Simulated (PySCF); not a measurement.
How methods differ on the ionisation energy of Mg

Mg [Ne] 3s2 (1S) → Mg⁺ [Ne] 3s1 (2S), as a difference of total energies. All numbers are calculated (PySCF 2.14, the spin-free X2C one-electron Hamiltonian (Gaussian nucleus), in x2c-TZVPPall with one added diffuse shell each of s, p, d type (6s5p4d, 41 functions)). Correlated levels: valence: [Ne] frozen. The calculations carry no spin-orbit coupling.

| method | ionisation energy (eV) |
| --- | --- |
| UHF | 6.621 |
| MP2 (valence) | 7.215 |
| SCS-MP2 (valence) | 7.333 |
| CCSD (valence) | 7.514 |

Task: How much does correlation contribute at MP2 (valence)?

Result: 7.215 − (6.621) = 0.594 eV, measured against UHF.

Errors of the correlated levels include the incompleteness of this basis and the frozen core.

With two correlated electrons CCSD is exact in that space.

For comparison: 7.646 eV (measured; NIST Atomic Spectra Database, ionization energies).
